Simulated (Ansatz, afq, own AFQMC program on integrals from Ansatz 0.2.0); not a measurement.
BNH, doublet in 6-31G, levels against full CI

```xyz
3

B     0.0000    0.0000    0.0488
N     0.0000    0.0000   -1.4018
H     0.0000    0.0000    1.3530
```

Connectivity, by distances: BH–N.

Basis 6-31G. Noble-gas cores (and the filled d shells of Ga–Kr and In–Xe) are frozen. Ansatz 0.2.0 and our own AFQMC program on the same integrals; the CISD trial comes from CCSD amplitudes, and released means the phaseless constraint is let go. Error bars are statistical, one sigma.

Determinant: UHF, the one that the program's search chose, which needn't be the lowest solution. The geometry is a point of a scan.

Full CI on the same integrals is exact in this basis and with this determinant's frozen core.

Cautions: strong correlation (T1 0.086, weight of the determinant 0.77, largest double 0.17); unrestricted determinant spin contaminated (⟨S²⟩ 1.15 against 0.75); the released energies are still falling, so no released level is given (meV from the phaseless value at times in 1/Eh: -10 ± 4 at 0.24, -18 ± 3 at 0.51, -18 ± 3 at 0.99, -26 ± 6 at 1.62, -31 ± 4 at 2.40), though the last usable value meets full CI within the noise.

* T1 diagnostic: 0.0857
* weight of the determinant in the CISD state: 0.773
* ⟨S²⟩ of the determinant: 1.149
* size of the correlated space: 9 electrons in 18 orbitals

```csv
level,correlation energy (eV)
MP2,-3.2407
CCSD,-4.3751
CCSD(T),-4.5173
```

**Question.** Estimate where full CI lies against CCSD(T) on the same integrals.

**Answer.** 6.7 kJ/mol below CCSD(T).

Reference: full CI, correlation energy -4.587 eV. The cautions show a poor starting determinant, so the rows tell how each method copes with it here, and full CI is the sure value.

| level | E − E(reference) (kJ/mol) | share of correlation (%) |
| --- | --- | --- |
| CCSD(T) | 6.7 | 98.48 |
| CCSDT | 1.6 | 99.65 |
| CCSDT(Q) | -0.7 | 100.15 |
| CCSDTQ | 0.1 | 99.98 |
| ph-AFQMC/HF | 0.6 ± 2.4 | 99.86 |
| ph-AFQMC/CISD | 2.7 ± 0.4 | 99.39 |

CCSDT and higher add their correlation energy to the determinant of the CCSD(T) run, since their own runs factorise the integrals more tightly (a shift of under 2 meV). A walk keeps the symmetry of its determinant, which the program's search chose and which needn't be the lowest solution, so a lower state of the same spin and another symmetry isn't excluded.
